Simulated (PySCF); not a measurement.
Al: ionisation energy

Al [Ne] 3s2 3p1 (2P) → Al⁺ [Ne] 3s2 (1S), as a difference of total energies. Calculation: PySCF 2.14, in x2c-TZVPPall with one added diffuse shell each of s, p, d type (6s6p4d1f, 51 functions); scalar relativity by spin-free X2C-1e. Correlated levels: valence and next inner shell: 1s2 frozen. The calculations carry no spin-orbit coupling.

| method | ionisation energy (eV) | plus first-order spin-orbit estimate | error of that sum (eV) |
| --- | --- | --- | --- |
| UHF | 5.590 | 5.597 | -0.389 |
| MP2 (valence and next inner shell) | 5.785 | 5.793 | -0.193 |
| SCS-MP2 (valence and next inner shell) | 5.773 | 5.781 | -0.205 |
| CCSD (valence and next inner shell) | 5.886 | 5.894 | -0.092 |
| CCSD(T) (valence and next inner shell) | 5.912 | 5.920 | -0.066 |

Reference: 5.986 eV (measured; NIST Atomic Spectra Database, ionization energies).

A first-order spin-orbit estimate (lowest level to lowest level, LS coupling) adds 0.008 eV.

Errors of the correlated levels include the incompleteness of this basis and the frozen core.
